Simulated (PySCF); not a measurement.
# HCl−: a composite coupled-cluster curve

What constants does extrapolated CCSD(T) give for HCl−, and what does each step add?

The runs use PySCF 2.14.0; CCSD(T) on ROHF, no relativity in the base curves; scalar relativity is added as a correction.

2 further runs of the same task are left out: 2 set aside as unsound or not needed.

## 1. Set-up

```yaml
molecule: HCl−
state: doublet, unpaired electrons σ ↑
smaller_basis: H aug-cc-pVTZ, Cl aug-cc-pV(T+d)Z
larger_basis: H aug-cc-pVQZ, Cl aug-cc-pV(Q+d)Z
frozen_core_orbitals: 5
extrapolation: correlation as n⁻³ (n = 3, 4), Hartree–Fock as (n+1)·exp(−9√n)
corrections: core–valence correlation, scalar relativity
distances_Å: 1.2032, 1.2579, 1.3126, 1.3673, 1.4220, 1.4903, 1.5587
masses_u: 1.0078, 34.9689
dissociation_limit: H + Cl−
```

Command:

```bash
$ OMP_NUM_THREADS=4 python comp.py task.json out
```

## 2. The runs

Q: Predict the outcome of this session. Wanted: for each run, Re; ωe; ωexe; αe; De.

As calculated:

```
                   level  Re (Å)  ωe (cm⁻¹)  ωexe (cm⁻¹)  αe (cm⁻¹)  De (eV)
CCSD(T)/aug-cc-pVTZ(-PP)  1.3097     2435.0          233      0.714    0.503
CCSD(T)/aug-cc-pVQZ(-PP)  1.3047     2519.2          211      0.644    0.529
                  HF/CBS  1.2761     2921.3         18.8      0.381    0.305
                 MP2/CBS  1.2955     2623.9          125      0.509    0.378
                CCSD/CBS  1.2991     2593.6          188      0.584    0.496
             CCSD(T)/CBS  1.3045     2518.8          227      0.660    0.485
          CCSD(T)/CBS+CV  1.3031     2527.9          224      0.653    0.496
       CCSD(T)/CBS+CV+SR  1.3022     2536.1          222      0.647    0.511
```

What this shows: The last step gives Re = 1.3022 Å, ωe = 2536.1 cm⁻¹ and De = 0.511 eV; the smaller basis alone is off from it by +7.6 mÅ and -0.01 eV. Near the minimum the mean field binds by 0.29 eV and correlation adds 0.20 eV of binding. T1 is 0.029. Spin–orbit coupling and excitations beyond (T) are left out.
